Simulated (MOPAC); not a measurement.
MOPAC input (PM3):

```
PM3 PRECISE GNORM=0.05 LET XYZ CHARGE=1 GEO-OK AUX(PRECISION=9) THREADS=1
NO

N    -0.00000000 1   -0.00000000 1   -0.56338698 1
O     0.00000000 1    0.00000000 1    0.49296360 1
```

Question: What heat of formation does the run end on?

Answer: 238.21 kcal/mol.
